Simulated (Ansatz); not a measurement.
A nudged elastic band was laid between two geometries of CH4 + ClHMg (8 atoms, charge 0, multiplicity 1).

Computed with RKS PBE0-D4/def2-SVP in Ansatz 0.2.0.

| Property | Result |
| --- | --- |
| movable images | 7 |
| climbing image | yes |
| spring | 5.0 eV/Å² |
| optimiser | quadratic models (default) |
| start path | through a guess of the saddle point |
| force threshold | 0.05 eV/Å |
| iteration limit | 60 |
| end points | relaxed |

Image 0:

```xyz
8
Properties=species:S:1:pos:R:3
Mg -1.080 -1.042 -0.947
H -0.449 -2.542 -0.490
Cl -2.197 0.673 -1.799
H 0.957 -0.501 0.751
C 0.737 0.572 0.640
H 1.459 1.132 1.249
H -0.274 0.811 1.001
H 0.846 0.897 -0.405
```

Image 8:

```xyz
8
Properties=species:S:1:pos:R:3
Mg -0.775 0.251 -0.630
H -0.526 -2.260 -0.553
Cl -2.410 -0.324 -2.017
H 0.044 -2.094 -0.071
C 0.698 1.000 0.631
H 0.689 2.101 0.683
H 0.574 0.625 1.661
H 1.705 0.700 0.296
```

**Question.** Which bonds break or form, and what moves?

**Answer.** Bonds broken: Mg1–H2, H4–C5. Bonds formed: H2–H4. CH4 + ClHMg becomes CH3ClMg + H2.

**Question.** Give the energies along the band, and the barrier.

**Answer.** The run converged. The highest image is number 4 of 0 to 8, 2.66 eV above the first end and 2.15 eV above the last; the last end lies 0.51 eV above the first. Neighbouring images differ by up to 1.3 eV, so the band resolves the path poorly. A vibrational analysis at the climbing image gives one clearly imaginary mode, 890i cm⁻¹: a first-order saddle point. The orbitals stay closed-shell, which can raise the energy where a bond breaks towards radicals; this wasn't checked here.

```
image  path coordinate (Å)  energy (eV)  Mg1–H2 (Å)  H4–C5 (Å)  H2–H4 (Å)
    0                 0.00         0.00        1.69       1.10       2.77
    1                 0.61         0.03        1.69       1.10       2.59
    2                 1.22         0.29        1.69       1.10       2.08
    3                 1.83         1.43        1.79       1.19       1.50
    4                 2.45         2.66        2.00       1.66       0.90
    5                 3.20         1.40        2.37       2.06       0.78
    6                 3.95         0.65        2.82       2.38       0.76
    7                 4.71         0.53        2.77       2.80       0.76
    8                 5.46         0.51        2.52       3.24       0.76
```

**Question.** What is the geometry of the highest image?

**Answer.** 
```xyz
8
Properties=species:S:1:pos:R:3
Mg -0.917 -0.009 -0.757
H 0.007 -1.656 -0.084
Cl -2.614 0.288 -2.140
H 0.570 -1.150 0.410
C 0.817 0.465 0.699
H 1.278 1.365 1.127
H -0.191 0.308 1.124
H 1.049 0.388 -0.379
```

The band took 16 iterations and about 5 core-minutes.

The run took 2.4 min on 2 threads of Arm Neoverse V2, on a shared host, peak memory 0.14 GiB.
